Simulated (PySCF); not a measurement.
**Partial charges of 3-butyn-1-ol**

3-butyn-1-ol, C₄H₆O.
Cartesian coordinates in Å at the GFN2-xTB, dihedral held level; atoms count from 1:
```xyz
11
C4H6O angstrom
C      2.5521    0.4004    0.1977
C      1.4762   -0.1146    0.1044
C      0.1637   -0.7127   -0.0148
C     -0.9619    0.3368    0.0211
O     -1.7960    0.0435    1.1226
H      3.5001    0.8400    0.2857
H      0.0028   -1.3860    0.8313
H      0.1176   -1.3001   -0.9341
H     -1.5414    0.3085   -0.9126
H     -0.5315    1.3429    0.1252
H     -2.4858    0.7111    1.1895
```

Density: PBE0/pcSseg-1 (PySCF); schemes: Mulliken, IAO, Hirshfeld and ESP-fitted. The geometry is a constrained GFN2-xTB structure with the dihedral C2–C3–C4–O5 held at 240°, isolated molecule; it need not be a minimum.

At which atom do the 4 schemes differ most?

At O5: from -0.644 (ESP-fitted) to -0.232 e (Hirshfeld), 0.412 e apart.

Do the Mulliken, IAO, Hirshfeld and ESP-fitted schemes agree on where the charge is highest?

All schemes agree: Mulliken H11 (+0.229); IAO H11 (+0.352); Hirshfeld H11 (+0.170); ESP-fitted H11 (+0.399).

For which atoms does the sign change between the 4 schemes (beyond +0.03 e in one, beyond −0.03 e in another)?

C2 and C4.

Tabulate the Mulliken, IAO, Hirshfeld and ESP-fitted charges.

In e:

```
atom             environment  Mulliken     IAO  Hirshfeld  ESP-fitted
  C1  terminal alkyne carbon    -0.364  -0.262     -0.132      -0.508
  C2           alkyne carbon    +0.123  -0.021     -0.038      +0.051
  C3      propargylic carbon    -0.168  -0.286     -0.053      -0.158
  C4  carbinol carbon (C–OH)    +0.051  -0.035     +0.012      +0.282
  O5          alcohol oxygen    -0.460  -0.551     -0.232      -0.644
  H6         alkyne hydrogen    +0.040  +0.199     +0.087      +0.323
  H7      methylene hydrogen    +0.172  +0.187     +0.059      +0.144
  H8      methylene hydrogen    +0.155  +0.167     +0.058      +0.100
  H9      methylene hydrogen    +0.101  +0.120     +0.035      -0.007
 H10      methylene hydrogen    +0.121  +0.130     +0.034      +0.018
 H11       hydroxyl hydrogen    +0.229  +0.352     +0.170      +0.399
```

Mean size of the charges over all atoms: ESP-fitted 0.239 e, IAO 0.210 e, Mulliken 0.180 e, Hirshfeld 0.083 e. Each set sums to the total charge, 0, to within 0.001 e. The Mulliken scheme counts on each atom the diagonal of the density matrix times the overlap matrix over that atom's basis functions. The IAO scheme projects the occupied orbitals on a minimal set of polarised atomic orbitals and counts the electrons in each atom's part of it.

How closely do the schemes follow one another over all atoms?

Correlation coefficient and root-mean-square difference: IAO with Hirshfeld 0.97, 0.155 e; Hirshfeld with ESP-fitted 0.93, 0.218 e; Mulliken with IAO 0.93, 0.096 e; Mulliken with Hirshfeld 0.91, 0.130 e; Mulliken with ESP-fitted 0.90, 0.150 e; IAO with ESP-fitted 0.88, 0.149 e.

Sum the charges by element, for elements with more than one atom.

| element | atoms | Mulliken | IAO | Hirshfeld | ESP-fitted |
| --- | --- | --- | --- | --- | --- |
| C | 4 | -0.358 | -0.604 | -0.212 | -0.332 |
| H | 6 | +0.818 | +1.155 | +0.444 | +0.976 |
